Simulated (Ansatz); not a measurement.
System: rock-salt LiCl. Method: G0W0@r²SCAN (hard PAW, contour deformation; Ansatz, an electronic-structure program).

The same calculation (at the measured cell, 16.973 Å³/atom) with different numerical settings; throughout: k mesh 2×2×2:

| run | response cutoff (eV) | empty bands | quasiparticle gap on the mesh (eV) | quasiparticle gap at Γ (eV) | rough time |
|---|---|---|---|---|---|
| 1 | 100 | 142 | 8.836 | 8.836 | 4 core-s |
| 2 | 150 | 260 | 8.953 | 8.953 | 10 core-s |
| 3 | 200 | 401 | 9.018 | 9.018 | 10 core-s |
| 4 | 250 | 560 | 9.047 | 9.047 | 30 core-s |
| 5 | 300 | 736 | 9.068 | 9.068 | 40 core-s |
| 6 | 400 | 1133 | [?] | [?] | 80 core-s |

**Question.** What belongs in the gaps?

**Answer.** 
- 6, quasiparticle gap on the mesh (eV): 9.091
- 6, quasiparticle gap at Γ (eV): 9.091

In the column quasiparticle gap on the mesh (eV) the first row differs from the last by -0.255 and the next to last by -0.023.

The last row is no converged limit: other settings stay fixed.
